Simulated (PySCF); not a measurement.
## Vibration and rotation of NaMg⁻

RHF-CCSD(T) constants of NaMg⁻, ¹Σ⁺ (singlet), closed shell (PySCF, spin-free X2C with a Gaussian nucleus, basis sets Na aug-cc-pVDZ-DK, Mg aug-cc-pVDZ-DK; masses 22.9898 and 23.9850 u):

- ωe: 77.8 cm⁻¹
- ωexe: 0.905 cm⁻¹
- Be: 0.098896 cm⁻¹
- αe: 0.00168 cm⁻¹
- D (centrifugal): 6.39e-07 cm⁻¹
- De to Na⁻ + Mg: 0.232 eV

(1) Estimate the standard entropy (1 bar) and heat capacity of the ideal gas at 1500 K, rigid rotor with B0 and harmonic oscillator at the fundamental.

Correlated steps freeze 2 core orbitals. The bond is weak. Basis-set superposition, not corrected here, can be much of De in a small basis, most of all at correlated wavefunction levels. For an ion De counts to the pair picked by the measured ionisation energies or electron affinities, which need not be the lowest pair at this level. The CCSD T1 diagnostic is raised, a sign that a single reference may not be enough here.

## Answers

(1) Translation (Sackur–Tetrode, M = 46.97 u): 190.4 J/(mol K). Rotation: q = kT/(σB0) = 10600 with σ = 1, 85.4. Vibration: x = hcν0/kT = 0.0729, 30.09. S° = 305.9 J/(mol K); Cp = 7R/2 + 8.31 = 37.4 J/(mol K).
